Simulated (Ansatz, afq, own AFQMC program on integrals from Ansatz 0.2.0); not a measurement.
AFQMC on a folder of integrals that Ansatz 0.2.0 wrote.

```yaml
crystal:
  periodic: [false, false, false]
  atoms:
    - {symbol: C, position_ang: [-0.172419, 0.060225, -0.079652]}
    - {symbol: Ag, position_ang: [1.642759, -0.685268, 0.630419]}
    - {symbol: H, position_ang: [-0.933151, -0.081147, 0.699978]}
    - {symbol: H, position_ang: [-0.443109, -0.495161, -0.987843]}
    - {symbol: H, position_ang: [-0.044179, 1.127753, -0.304301]}
basis:
  gaussian: {orbitals: def2-TZVP}
magnetization: {spin_polarized: false}
correlation: {method: ccsd_t, electrons: outside_noble_gas, hamiltonian_folder: ham}
```

```sh
$ ansatz run in.yaml --threads 1 --pin off --events-out ev --progress --plain --max-ram 16896MiB --backend cuda --devices 0, --max-vram 18GiB
```

afq runs on the folder ham with

```
--method phaseless --trial cisd --walkers 4000 --populations 20 --least-time 60 --time-step 0.005 --steps-per-block 50 --equilibration-blocks 40 --max-blocks 4000 --target-error 0.00026 --factor-cut 1e-05 --seed 3757 --release-times 0.24,0.6,1.2,1.8,2.6 --release-step 0.04 --release-every 4 --taylor-order 6
```

Times are imaginary, in 1/Eh. The walk had a cap of 385 s. With eight or more populations the least sampling time is a fifth of least-time, and the error comes from their spread. Core potentials past Kr, no spin–orbit coupling.

afq prints:

```
orbitals 84  electrons 9 9  factors 678 of 742
reference energy -185.70287162 Eh
CCSD correlation -0.49792193 Eh in 13 cycles, weight of the determinant in the CISD state 0.8551
energy of the start -186.200801 Eh
 block  time / (1/Eh)  mean weight  energy / Eh
     1     0.250  0.9994  -186.193141
     2     0.500  1.0001  -186.201506
     3     0.750  0.9994  -186.206821
     4     1.000  0.9996  -186.210116
     5     1.250  1.0000  -186.211329
     7     1.750  1.0002  -186.213941
     9     2.250  1.0005  -186.215480
    13     3.250  1.0006  -186.216704
    19     4.750  1.0000  -186.215983
    25     6.250  1.0001  -186.214723
    31     7.750  0.9998  -186.217296
    37     9.250  0.9995  -186.216689
    43    10.750  0.9994  -186.216419
    49    12.250  0.9999  -186.218313
    52    13.000  1.0000  -186.219167
    55    13.750  0.9998  -186.216747
    61    15.250  1.0003  -186.218365
    67    16.750  1.0001  -186.216437
    73    18.250  1.0003  -186.217564
    79    19.750  1.0002  -186.216370
    85    21.250  1.0000  -186.216656
    91    22.750  1.0002  -186.216450
    97    24.250  1.0001  -186.216695
   103    25.750  0.9996  -186.215840
   109    27.250  0.9998  -186.218502
   115    28.750  0.9999  -186.216605
   121    30.250  1.0001  -186.217193
   127    31.750  1.0001  -186.218219
   130    32.500  1.0001  -186.216010
error from the spread of 20 populations
released: time / (1/Eh)  energy / Eh  error  mean overlap
  0.24  -186.217452  0.000147  0.9954
  0.60  -186.217751  0.000207  0.9904
  1.20  -186.218037  0.000252  0.9789
  1.80  -186.218300  0.000355  0.9651
  2.60  -186.217304  0.000673  0.9553
energy -186.217110 +/- 0.000124 Eh
(rows thinned)
```

The run passed its tests (sampling time, drift between the halves within three errors, error under three times the target), which doesn't prove that it has relaxed.

Against this walk (error 3.4 meV) on the same determinant: CCSD(T) 16.7 meV higher, CCSDT(Q) 7.4 meV lower. The error is statistical and leaves out the bias of the constraint. The released energies are still falling (meV from the phaseless value at times in 1/Eh: -9 ± 4 at 0.24, -17 ± 6 at 0.60, -25 ± 7 at 1.20, -32 ± 10 at 1.80, -5 ± 18 at 2.60), so they give no level; they do show a bias of the constraint, and the last of them that isn't too noisy lies 18 meV below CCSDT(Q).

Cautions: constraint bias not in the error; no spin-orbit coupling; outer-core shells of the metal frozen.

The walk took 5.4 min on 1 × NVIDIA H100 80GB HBM3 with 2 threads of AMD EPYC 7R13 Processor (Zen 3) (shared host) (the card was shared). The log's last line is the phaseless energy.

CCSDT and higher add their correlation energy to the determinant of the CCSD(T) run, since their own runs factorise the integrals more tightly (a shift of under 2 meV).
